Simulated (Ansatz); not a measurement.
# NH2S (quartet): the correlation ladder, def2-QZVPP

One table from this session's results is given with a row withheld; the runs are named, their logs left out.

Method: def2-QZVPP, core rule «outside noble gas», up to 6 orbitals frozen; program: Ansatz 0.2.0, Gaussian basis.

Plan: UHF; ROHF; CCSD(T) on UHF.

2 further runs of the same task are left out: 2 set aside as unsound or not needed.

## What is computed

The geometry is a PBE0/def2-TZVP stationary point (not a proven minimum) of the parent state, kept for this charge and spin.

4 atoms, charge 0, spin multiplicity 4.

Atoms are counted from 1 here; the program's logs count them from 0.

Bond lengths: N1–S2 1.625 Å, N1–H3 1.024 Å, S2–H4 1.348 Å. Angles: S2–N1–H3 104.9°, N1–S2–H4 97.5°.

As a file:

```
atom    x (Å)     y (Å)     z (Å)
  N1  0.00000  -0.18782   1.09970
  S2  0.00000   0.09616  -0.50001
  H3  0.00000   0.74040   1.53123
  H4  0.00000  -1.18949  -0.90666
```

The first run:

File in.yaml:

```yaml
crystal:
  periodic: [false, false, false]
  atoms:
    - {symbol: N, position_ang: [0.000000, -0.187817, 1.099702]}
    - {symbol: S, position_ang: [0.000000, 0.096160, -0.500007]}
    - {symbol: H, position_ang: [0.000000, 0.740397, 1.531227]}
    - {symbol: H, position_ang: [0.000000, -1.189495, -0.906663]}
basis:
  gaussian: {orbitals: "def2-QZVPP.json"}
magnetization: {spin_polarized: true, initial_magnetization: 3}
hamiltonian: {xc: hf}
output: {orbitals: {seedname: orbitals}}
```

Command:

```bash
$ ansatz run in.yaml --threads 1 --pin off --events-out ev --progress --plain --max-ram 2393MiB
```

Steps of the session up to this table: UHF; ROHF; CCSD(T) on UHF.

One of the session's tables, all rows but one given; the rest of the session is left out.

```
  method  from UCCSD(T) (meV)
    ROHF                    ?
     UHF             +11729.9
    UMP2              +1363.6
   UCCSD               +601.0
UCCSD(T)                    0
```

**Question.** Estimate the row for ROHF.

The run gave: from UCCSD(T) (meV): +12142.9. In the column «from UCCSD(T) (meV)» it is the highest.
